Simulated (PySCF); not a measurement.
PF₃.
Bonds: F1–P2, P2–F3, P2–F4.

A GFN2-xTB structure was refined with PBE0-D3(BJ)/def2-SVP geometry optimisation, gas phase (PySCF). Its GFN2-xTB values:

```json
{"coordinate": "F1–P2", "GFN2-xTB": "1.595 Å"}
{"coordinate": "P2–F3", "GFN2-xTB": "1.589 Å"}
{"coordinate": "F1–P2–F3", "GFN2-xTB": "92.9°"}
```

Q: How do these coordinates change at the PBE0-D3(BJ)/def2-SVP level?

A: 
```json
{"coordinate": "P2–F3", "PBE0-D3(BJ)/def2-SVP (Å or °)": "1.596", "change": "+0.007"}
{"coordinate": "F1–P2", "PBE0-D3(BJ)/def2-SVP (Å or °)": "1.596", "change": "+0.001"}
{"coordinate": "F1–P2–F3", "PBE0-D3(BJ)/def2-SVP (Å or °)": "97.3", "change": "+4.4"}
```

The energy falls by 8.2 kJ/mol over 5 energy and gradient evaluations, the largest force component goes from 0.0227 to 2.1e-04 Eh/bohr, and the atoms move by 0.051 Å rms after alignment. The bond that changes most is P2–F3 (three-coordinate phosphorus to phosphorus-bound fluorine), which lengthens by 0.007 Å. Bonds longer at the end by more than 0.005 Å: 1 of 3; shorter: 0. Rotational constants go from 7877, 7440, 4925 to 7523, 7506, 4631 MHz.

The run used 60 basis functions and 33 SCF cycles in all. Time: 4.5 s of wall time; peak memory 0.28 GiB. Hardware: one thread, Arm Neoverse V1 (aarch64), no GPU, shared host with 32 logical CPUs at a one-minute load of 3.2.

No frequency check.
